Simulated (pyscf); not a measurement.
# Routes from H₂B–PH₂ (SMILES BP) + H₂O (SMILES O)

Candidate steps break at most two bonds and form at most two. Each was searched with GFN2-xTB (tblite) first. Single points on ωB97X-D3(BJ)/def2-SVP structures (PySCF, gas phase). Energies: ωB97M-D3(BJ)/def2-TZVP, kcal/mol, from the separated reactants, singlet surface; ΔG‡ with ideal gas, 1 atm, RRHO with modes under 100 cm⁻¹ raised to 100, one conformer, R ln 2 for chiral ones without a mode under 150 cm⁻¹.

| products | type | ΔE‡ | ΔE | ΔG‡ 298 K | ΔG‡ 900 K | ν‡ (cm⁻¹) |
|---|---|---|---|---|---|---|
| PH₃ + H₂B–OH | four-centre exchange | 10.6 | -29.8 | 20.2 | 42.1 | 1320i |
| HO–BH–PH₂ + H₂ | four-centre exchange | 13.0 | -27.1 | 23.1 | 45.1 | 1398i |

Row 1: On the reactant side the descent ends in an adduct with a B–O contact, 12.6 kcal/mol under the separated species and 24.1 kcal/mol under the saddle at ωB97X-D3(BJ)/def2-TZVP. Row 2: On the reactant side the descent ends in an adduct with a B–O contact, 12.3 kcal/mol under the separated species and 25.9 kcal/mol under the saddle at ωB97X-D3(BJ)/def2-TZVP. 

Plain bond fissions and candidates not yet searched are not listed, and one of them may be faster. Each barrier is that of the saddle found; lower ones may exist.
